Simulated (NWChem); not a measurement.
# B1B95/6-311++G(2d,2p) run of CH3BN− (SMILES [BH3-]C#N)

Aim: the vertical ionisation energy of CH3BN− at B1B95/6-311++G(2d,2p), from 2 runs. 

The calculation is run with NWChem 7.3.0.

1 further run of the same task is left out (it didn't finish).

### Step 1. Starting point

The species is CH3BN− (6 atoms), meant as a singlet with charge -1. SMILES: `[BH3-]C#N`. The shape is that of a GFN2-xTB optimisation.

Bond lengths: B1–C2 1.555 Å, C2–N3 1.159 Å, B1–H4 1.224 Å, B1–H5 1.224 Å, B1–H6 1.225 Å. Angles: B1–C2–N3 180.0°, C2–B1–H4 108.7°, C2–B1–H5 108.7°, C2–B1–H6 108.6°, H4–B1–H5 110.3°, H4–B1–H6 110.3°, H5–B1–H6 110.3°.

### Step 2. A single-point energy at B1B95/6-311++G(2d,2p)

struct.nw

```
start struct
memory 2200 mb
charge -1

geometry units angstrom noautosym nocenter noautoz
 B    -0.274220    0.361640   -0.245060
 C     0.552190   -0.729680    0.493070
 N     1.168130   -1.542260    1.043470
 H    -1.344600   -0.122440   -0.588070
 H     0.356920    0.734400   -1.225380
 H    -0.458410    1.298330    0.521960
end

basis spherical bse
 * library "6-311++G(2d,2p)"
end

dft
 xc b1b95
 grid medium
 direct
end

task dft energy
```

The run is started by

```bash
$ nwchem struct.nw > struct.out
```

Log:

```text
[...]
          Wavefunction type:  closed shell.
          No. of atoms     :     6
          No. of electrons :    22
[...]
          Charge           :    -1
          Spin multiplicity:     1
[...]
          AO basis - number of functions:   111
[...]
              XC Information
              --------------
                        B1B95 Method XC Functional
                     Hartree-Fock (Exact) Exchange  0.280
                    Becke 1988 Exchange Functional  0.720
                         B95 Correlation Potential  1.000
[...]
 d= 0,ls=0.0,diis     1   -119.4010511708 -1.70D+02  8.45D-03  1.20D+00     1.5
[...]
 d= 0,ls=0.0,diis     8   -119.5341062897  6.57D-09  2.58D-06  2.78D-07     9.9
         Total DFT energy =     -119.534106289668
      One electron energy =     -266.024463627323
           Coulomb energy =      113.065405515748
    Exchange-Corr. energy =      -17.618464347517
 Nuclear repulsion energy =       51.043416169424
[...]
```

Wall time 11 s (1 thread of Intel Xeon 6975P-C (Granite Rapids), shared host); peak memory 0.11 GiB.

### Step 3. Doublet neutral CH3BN, same level

run.py

```python
from ase import Atoms
from ase.calculators.nwchem import NWChem

molecule = Atoms(['B', 'C', 'N', 'H', 'H', 'H'], positions=[
    [-0.274220, 0.361640, -0.245060],
    [0.552190, -0.729680, 0.493070],
    [1.168130, -1.542260, 1.043470],
    [-1.344600, -0.122440, -0.588070],
    [0.356920, 0.734400, -1.225380],
    [-0.458410, 1.298330, 0.521960],
])

calc = NWChem(
    label='geom',
    theory='dft',
    memory='2200 mb',
    basis='"6-311++G(2d,2p)"',
    basispar='spherical bse',
    dft={'xc': 'b1b95', 'mult': '2', 'grid': 'medium', 'direct': None, 'iterations': '150', 'print': 'low'},
    task='energy',
)
molecule.calc = calc

print("Total energy (eV):", round(molecule.get_potential_energy(), 6))
```

The run is started by

```bash
$ export ASE_NWCHEM_COMMAND="nwchem PREFIX.nwi > PREFIX.nwo"
$ python run.py
```

Log:

```text
Total energy (eV): -3247.698457
```

The calculator wrote geom.nwi:

```
title "geom"

permanent_dir geom

scratch_dir geom

start geom

geometry units angstrom nocenter noautosym noautoz
  B  -2.7422000000000002e-01 3.6164000000000002e-01 -2.4506000000000000e-01
  C  5.5218999999999996e-01 -7.2968000000000000e-01 4.9307000000000001e-01
  N  1.1681299999999999e+00 -1.5422600000000000e+00 1.0434699999999999e+00
  H  -1.3446000000000000e+00 -1.2243999999999999e-01 -5.8806999999999998e-01
  H  3.5692000000000002e-01 7.3440000000000005e-01 -1.2253799999999999e+00
  H  -4.5840999999999998e-01 1.2983300000000000e+00 5.2195999999999998e-01
end

memory 2200 mb

basis spherical bse noprint
   * library "6-311++G(2d,2p)"
end

dft
  xc b1b95
  mult 2
  grid medium
  direct
  iterations 150
  print low
end

task dft energy
```

geom.nwo:

```text
Northwest Computational Chemistry Package (NWChem) 7.3.0
             --------------------------------------------------------

           Job information
           ---------------

    nwchem branch   = 7.3.0
    use scalapack   = T
    input           = geom.nwi
    prefix          = geom.
    data base       = geom/geom.db
    status          = startup
    nproc           =        1

           Memory information
           ------------------

    heap     =     72089596 doubles =      550.0 Mbytes
    stack    =     72089601 doubles =      550.0 Mbytes
    global   =    144179200 doubles =     1100.0 Mbytes (distinct from heap & stack)
    total    =    288358397 doubles =     2200.0 Mbytes
    verify   = yes
    hardfail = no

           Directory information
           ---------------------

  0 permanent = geom
  0 scratch   = geom

[... 33 lines left out ...]
            Nuclear Dipole moment (a.u.)
[... 59 lines left out ...]
   convergence    iter        energy       DeltaE   RMS-Dens  Diis-err    time
[... 13 lines left out ...]
         Total DFT energy =     -119.350717882784
      One electron energy =     -260.475482309042
           Coulomb energy =      107.395388250896
    Exchange-Corr. energy =      -17.314039994062
 Nuclear repulsion energy =       51.043416169423

 Numeric. integr. density =       20.999999726949

     Total iterative time =     36.9s

     --------------------------
     Expectation value of S2:
     --------------------------
      <S2> =      0.7632 (Exact =     0.7500)

 Task  times  cpu:       37.4s     wall:       37.4s
 Total times  cpu:       37.4s     wall:       37.4s
```

It took 39 s on 1 thread of Intel Xeon 6975P-C (Granite Rapids), shared host; peak memory 0.11 GiB.

### Step 4. Results

Level: B1B95/6-311++G(2d,2p).

| quantity | value |
| --- | --- |
| singlet CH3BN−: total energy | -119.53411 Eh |
| singlet CH3BN−: HOMO energy | -2.79 eV |
| singlet CH3BN−: LUMO energy | 4.09 eV |
| singlet CH3BN−: HOMO–LUMO gap (to an unbound level, set by the basis) | 6.88 eV |
| doublet neutral CH3BN: total energy | -119.35072 Eh |
| doublet neutral CH3BN: ⟨S²⟩ | 0.763 |
| vertical detachment energy (to the doublet neutral) | 4.990 eV |

In words: The vertical ionisation energy comes to 4.99 eV (115 kcal/mol). −ε(HOMO) before ionisation, 2.79 eV, is 2.20 eV below this ionisation energy.
